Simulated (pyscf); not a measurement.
# Routes from `[NH2][SiH2]` [doublet] + `[H][H]`

Candidate steps break at most two bonds and form at most two. Each was searched with GFN2-xTB (tblite) first. PySCF, gas phase, ωB97X-D3(BJ)/def2-SVP geometries. Energies: ωB97M-D3(BJ)/def2-TZVP, kJ/mol, from the separated reactants, doublet surface; ΔG‡ with ideal gas, 1 atm, RRHO with modes under 100 cm⁻¹ raised to 100, one conformer, R ln 2 for chiral ones without a mode under 150 cm⁻¹.

| products | type | ΔE‡ | ΔE | ΔG‡ 298 K | ΔG‡ 900 K | ν‡ (cm⁻¹) |
|---|---|---|---|---|---|---|
| H₂N–SiH₃ + H• | hydrogen abstraction | 68.9 | +52.5 | 91.1 | 155.5 | 781i |
| SiH₃• + NH₃ | four-centre exchange | 199.2 | +26.5 | 235.3 | 310.8 | 1626i |

Row 2: On the product side the descent ends in a complex (not fully relaxed), 17.3 kJ/mol under the separated species and 187.7 kJ/mol under the saddle at ωB97X-D3(BJ)/def2-TZVP. 

Plain bond fissions and candidates not yet searched are not listed, and one of them may be faster. Each barrier is that of the saddle found; lower ones may exist.
